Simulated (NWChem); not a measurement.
## Basis-set convergence for hydrogen chloride (HCl)

```xyz
2

Cl     0.0000     0.0000     0.0714
H      0.0000     0.0000    -1.2138
```
Charge 0, spin multiplicity 1.

Everything below was run with NWChem. All single points use one geometry, from PBE0/def2-SVP, a minimum by its harmonic frequencies.

Quantity: first vertical ionisation energy at the level G0W0@PBE.

GW and range-separated runs recompute their integrals, the others keep them in memory, which bears on the times.

Relative cost: rough, from shared machines, SCF included, def2-TZVP = 1.

| basis | functions | first vertical ionisation energy (eV) | relative cost |
|---|---|---|---|
| def2-TZVP | 43 | 12.05 | 1 |
| def2-TZVPD | 55 | 11.90 | under 3 |
| def2-TZVPP | 56 | 12.11 | under 3 |
| def2-QZVP | 100 | 12.23 | 5 |

Smallest basis within 0.05 eV of def2-QZVP, the largest set run: no smaller one. def2-QZVP isn't the basis-set limit itself, and a small set can land close by cancellation.
